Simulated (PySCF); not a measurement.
## Frontier levels across methods

Species: C4H5F.
Numbering: `[CH:1]#[C:2][CH2:3][CH2:4][F:5]` (hydrogens: H6 on C1; H7, H8 on C3; H9, H10 on C4)

Geometry (PBE0-D3(BJ)/def2-SVP, Å), atoms numbered from 1 in this order:
```xyz
10
C4H5F angstrom
C      2.379   -0.375    0.310
C      1.245   -0.327   -0.110
C     -0.133   -0.254   -0.571
C     -1.059    0.338    0.481
F     -2.340    0.353   -0.001
H      3.390   -0.423    0.669
H     -0.195    0.358   -1.487
H     -0.498   -1.259   -0.839
H     -1.028   -0.264    1.404
H     -0.755    1.369    0.728
```

Basis pcSseg-2 throughout (PySCF), one geometry. One conformer (not necessarily the lowest) at the PBE0-D3(BJ)/def2-SVP geometry, without solvent, vibrations or thermal averaging.

**Question.** How do the orbital energies, the gap and the dipole change with the method?

**Answer.** 
```tsv
method	kind	HOMO (eV)	LUMO (eV)	gap (eV)	μ (D)	SCF cycles
BLYP	GGA	-6.63	-0.27	6.36	1.05	15
B97-D	GGA	-6.72	-0.24	6.48	1.04	14
OPBE	GGA	-6.73	-0.22	6.50	0.93	15
KT2	GGA	-6.77	-0.36	6.41	1.05	16
PBE	GGA	-6.77	-0.35	6.42	1.00	14
KT3	GGA	-6.78	-0.39	6.39	1.03	16
BP86	GGA	-6.86	-0.39	6.47	1.01	14
LDA	LDA	-6.93	-0.55	6.38	1.05	15
B97-2	global hybrid	-7.74	0.55	8.28	1.14	14
B3LYP	global hybrid	-7.77	0.26	8.04	1.17	14
PBE0	global hybrid	-8.00	0.55	8.56	1.14	14
mPW1PW91	global hybrid	-8.02	0.53	8.55	1.15	14
BHandHLYP	global hybrid	-9.10	1.13	10.22	1.31	14
CAM-B3LYP	range-separated hybrid	-9.39	1.29	10.68	1.24	14
wB97X-D	range-separated hybrid	-9.89	2.29	12.17	1.17	14
HF	Hartree–Fock	-10.76	2.70	13.46	1.42	10
LC-wPBE	range-separated hybrid	-10.82	2.44	13.26	1.24	14
```

The HOMO spans 4.20 eV, from BLYP down to LC-wPBE, and the gap runs from 6.36 eV (BLYP) to 13.46 eV (HF). Over the methods BLYP (0 %), B97-D (0 %), OPBE (0 %), KT2 (0 %), PBE (0 %), KT3 (0 %), BP86 (0 %), LDA (0 %), B97-2 (21 %), B3LYP (20 %), PBE0 (25 %), mPW1PW91 (25 %), BHandHLYP (50 %), HF (100 %), a straight line through the gap against the share of exact exchange rises by 0.72 eV for each 10 % (correlation coefficient 0.997). The dipole ranges from 0.93 D (OPBE) to 1.42 D (HF). This basis has no diffuse functions.

The vertical ΔSCF ionisation energy at CAM-B3LYP/def2-SVPD is 10.56 eV; −ε(HOMO) comes closest to it with HF (10.76 eV).
